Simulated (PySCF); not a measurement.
Bond dissociation energies of `N[SiH3]` (H5NSi)

Parent: `N[SiH3]` (H5NSi). Atom numbers as in the mapped SMILES `[NH2:1][SiH3:2]`.

Computed at M06-2X/def2-TZVP // PBE0-D3(BJ)/def2-SVP with PySCF (density fitting, grid level 3). Zero-point and thermal terms (298.15 K, 1 bar) come from unscaled PBE0-D3(BJ)/def2-SVP harmonic frequencies, with soft modes damped to free rotors in the entropy.

```csv
bond,r / Å,radicals,BDE(298 K) / kcal/mol,BDFE / kcal/mol,D₀ / kcal/mol,Dₑ / kcal/mol
Si2–H,1.504,N[SiH2] + H•,88.4,80.2,87.1,93.1
N1–Si2,1.733,NH2• + SiH3•,103.1,92.5,101.5,107.8
```

Homolysis to relaxed radicals in the gas phase; the table need not hold every single bond outside rings.

Weakest of these: Si2–H (88.4 kcal/mol); strongest: N1–Si2 (103.1 kcal/mol).

Hardware: 1 thread of Arm Neoverse V2, shared with other jobs. Command: `OMP_NUM_THREADS=1 python redox_run.py task.json out`. Structures, frequencies and single points: 2 min.
